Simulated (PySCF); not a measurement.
**Core-level binding energies of `O=P(=O)[O-]`**

PO₃ (charge -1).
Cartesian coordinates in Å at the PBE0-D3(BJ)/def2-SVP level; atoms count from 1:
```
atom  x, y, z in Å
O1    -0.4278   -1.3588   -0.4916
P2     0.0091   -0.0061   -0.0090
O3    -0.4213    1.2296   -0.7457
O4     0.8767    0.1098    1.2109
```

Method: delta-SCF UKS SCAN, pcX-2 on the ionised atom, pcseg-1 elsewhere, spin-free X2C (PySCF). Binding energies are ΔSCF values: E(core-ionised, relaxed orbitals) − E(ground state) at a fixed geometry, referred to the vacuum level.

Question: Give the core binding energies atom by atom.

Answer: 
```
 atom(s)                  environment  level  binding energy (eV)  count
      P2  three-coordinate phosphorus   P 1s              2147.73      1
O1/O3/O4           oxygen bonded to P   O 1s               531.80      3
```

Question: Which effective nuclear charge Zeff reproduces each element's mean 1s value in the hydrogen-like formula E = 13.606 eV × Zeff²?

Answer: O (Z = 8): mean 531.8 eV, Zeff = 6.25, Z − Zeff = 1.75; P (Z = 15): mean 2147.7 eV, Zeff = 12.56, Z − Zeff = 2.44. Means run over the listed sites, weighted by atom count.

The first atom of each set that the bonding makes equivalent was ionised and stands for the set. Not every level is listed. The species carries charge -1, so core ionisation leaves a neutral species. The basis sets have no added diffuse functions. Geometry: PBE0-D3(BJ)/def2-SVP; no solvent, vibrations or thermal averaging.

The run took 4.4 s of wall time on one thread of an Arm Neoverse V2 (shared host), and the process peaked at 0.42 GiB of memory.
